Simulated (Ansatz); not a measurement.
The first iterations of a band of C2H6NO (10 atoms, charge 1, multiplicity 1).

Computed with RKS PBE0/cc-pVDZ in Ansatz.

* movable images: 9
* climbing image: yes
* spring: 5.0 eV/Å²
* optimiser: quadratic models (default)
* start path: through a guess of the saddle point
* force threshold: 0.03 eV/Å
* iteration limit: 60
* end points: relaxed

Image 0:

```xyz
10
Properties=species:S:1:pos:R:3
C -0.848 1.532 -0.353
N -0.615 0.351 0.054
C 0.628 -0.256 -0.090
O 0.472 -1.671 0.523
H -0.105 2.178 -0.849
H -1.854 1.936 -0.199
H 1.453 0.152 0.513
H 0.951 -0.496 -1.113
H -0.255 -2.142 0.061
H 0.172 -1.586 1.453
```

Image 10:

```xyz
10
Properties=species:S:1:pos:R:3
C -1.110 1.366 -0.933
N -0.433 0.931 0.137
C 0.676 0.068 0.156
O 0.230 -1.423 0.342
H -0.619 0.887 -1.820
H -0.724 1.299 1.047
H 1.358 0.192 1.006
H 1.191 0.013 -0.809
H -0.407 -1.714 -0.344
H -0.162 -1.620 1.218
```

| iteration | highest image above the first end (eV) | largest band force component (eV/Å) |
| --- | --- | --- |
| 1 | 6.045 | 10.728 |
| 2 | 4.176 | 4.593 |
| 3 | 3.888 | 5.945 |
| 4 | 3.662 | 3.321 |
| 5 | 3.358 | 1.719 |

Task: Does the band converge within its limit, and where does its top end?

Result: It converged. It ended after 16 iterations with the highest image 3.929 eV above the first end. Neighbouring images differ by up to 1.8 eV, so the band resolves the path poorly. A vibrational analysis at the climbing image gives one clearly imaginary mode, 1871i cm⁻¹: a first-order saddle point. The orbitals stay closed-shell, which can raise the energy where a bond breaks towards radicals; this wasn't checked here.

Time of the run: 4.8 min on 2 threads of Intel(R) Xeon(R) Platinum 8259CL CPU @ 2.50GHz (Skylake/Cascade Lake), with other jobs on the host, peak memory 0.18 GiB.
